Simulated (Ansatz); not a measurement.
# C: which structure is lowest?

Computed with DFT, r2SCAN, plane waves (500 eV) with PAW, scalar-relativistic in Ansatz 0.2.0. The PAW files were generated under PBE, with cores re-solved for the functional.

Each structure is relaxed within its own symmetry, so a high-lying one may be dynamically unstable. No dispersion correction is added.

```
   structure  ΔE (meV/atom)  V (Å³/atom)                                    cell     magnetic state
    graphite              0         9.15  a = 2.456 Å, c = 7.011 Å (c/a = 2.855)  spin not included
     diamond            113         5.64                             a = 3.560 Å  spin not included
 lonsdaleite            141         5.66  a = 2.503 Å, c = 4.169 Å (c/a = 1.665)  spin not included
simple cubic           2923         5.54                             a = 1.770 Å  spin not included
         bcc           4622         6.81                             a = 2.388 Å  spin not included
         A15           4823         7.39                             a = 3.896 Å  spin not included
         fcc           4829         7.42                             a = 3.096 Å  spin not included
```

ΔE counts from graphite.

Differences under about 8 meV lie within the error of the k-point mesh.
